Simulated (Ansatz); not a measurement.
System: C₄H₆ (charge 0, singlet). 
Geometry from a B3LYP-D3(BJ)/def2-TZVP (Ansatz, a quantum-chemistry and plane-wave program) optimisation:
```xyz
10

C     -0.0068     1.1349     0.3090
C      0.0062    -1.1329     0.3165
C      0.7428     0.0032    -0.3166
C     -0.7422    -0.0053    -0.3179
H     -0.0083     1.2368     1.3937
H     -0.0117     2.0774    -0.2278
H      0.0058    -1.2276     1.4018
H      0.0121    -2.0789    -0.2142
H      1.4255     0.0044    -1.1486
H     -1.4234    -0.0119    -1.1511
```
Charge 0, spin multiplicity 1.

Parts of the frozen-core correlation energy in STO-3G (Ansatz, hartree). Frozen orbitals: 4; correlated occupied orbitals by spin: 11 and 11; virtual: 11 and 11. Spin-orbit coupling is left out. No relativistic terms.

| term | value |
|---|---|
| reference (HF) | -152.99954 |
| MP2 opposite-spin | ___ |
| MP2 same-spin | ___ |
| CCSD correlation | ___ |
| (T) | -0.00289 |
| T1 diagnostic | 0.003 |
| largest doubles amplitude | 0.094 |

### Question
Complete the blanks.

### Answer

- MP2 opposite-spin, value: -0.18395
- MP2 same-spin, value: -0.03134
- CCSD correlation, value: -0.27281
